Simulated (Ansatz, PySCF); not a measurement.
System: vinyl chloride, C$_{2}$H$_{3}$Cl, net charge 0, singlet state. 
Coordinates optimised at B3LYP-D3(BJ)/def2-TZVP (Ansatz, an electronic-structure program):
SMILES: C=CCl
```xyz
6

C      0.0112     0.7589    -0.0124
C      1.3049     1.0233     0.0034
Cl    -0.6370    -0.8532     0.0042
H     -0.7591     1.5163    -0.0370
H      2.0529     0.2431     0.0280
H      1.6388     2.0524    -0.0084
```

Quantity: vertical ionisation energy (to the doublet state of charge +1; each state is the SCF solution reached for its spin), in eV. Cores are frozen in the correlated levels unless marked. UHF or UKS for open shells. Spin-orbit coupling is left out. No relativistic terms. 

```
level                    program  vertical ionisation energy (eV)
-----------------------  -------  -------------------------------
BHLYP/def2-TZVPD          Ansatz                             9.89
M06-2X/def2-TZVPD          PySCF                            10.13
wB97X-V/def2-TZVPD        Ansatz                            10.06
B2PLYP/def2-TZVPD         Ansatz                            10.01
MP2/aug-cc-pV(D+d)Z       Ansatz                            10.26
RI-MP2/aug-cc-pV(T+d)Z    Ansatz                            10.37
RI-MP2/aug-cc-pV(Q+d)Z    Ansatz                            10.43
SCS-MP2/aug-cc-pV(D+d)Z   Ansatz                            10.22
CCSD(T)/aug-cc-pV(D+d)Z   Ansatz                            10.07
```

For comparison, minus the highest occupied orbital energy (PySCF): 6.49 eV at TPSS/def2-TZVPD, 8.84 eV at M06-2X/def2-TZVPD, 7.72 eV at PW6B95/def2-TZVPD.
